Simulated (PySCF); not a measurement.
Gas-phase reaction: 2 Al(CH₃)₃ → 2 AlH₃ + 3 C₂H₄

Method: PySCF energies plus ideal-gas RRHO corrections (1 bar). † marks an energy on the PBE0/def2-TZVP geometry and frequencies; other levels use their own. MP2 freezes the core. 6-31G* has spherical d functions here. All species are closed-shell singlets. B3LYP is the form with VWN-RPA correlation. AlH₃: computed as isolated molecules; such fragments, hydroxides, amides, oligomers or adducts are transient or little studied in the gas. MP2 isn't extrapolated to the basis-set limit.

| level | ΔH°(298 K), kJ |
|---|---|
| B3LYP/6-31G* | 493 |
| B3LYP/def2-TZVP† | 485 |
| HF/def2-TZVP† | ___ |
| MP2/def2-TZVPP† | 569 |
| PBE/def2-SVP | ___ |
| PBE/def2-TZVP† | ___ |
| ωB97X-V/def2-TZVP† | 553 |

Task: Complete the blanks.

Result: 
- HF/def2-TZVP†, ΔH°(298 K), kJ: 413
- PBE/def2-SVP, ΔH°(298 K), kJ: 549
- PBE/def2-TZVP†, ΔH°(298 K), kJ: 549
